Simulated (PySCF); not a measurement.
Harmonic spectrum computed at B3LYP in the def2-TZVP basis family (core potentials from Rb on, PySCF, no spin–orbit coupling):

| symmetry | ω (cm⁻¹) | IR (km/mol) |
| --- | --- | --- |
| a1 | 481 | 0.8 |
| b2 | 890 | 108 |
| a1 | 1017 | 12.5 |

**Question.** Which molecule gave it? In each, all ligands are bound to the one heavy central atom.
A. AlF₂ (doublet)
B. MgF₂ (singlet)
C. CF₂ (singlet)
D. OF₂ (singlet)

**Answer.** D. It has C2v symmetry with O–F 1.402 Å (×2).
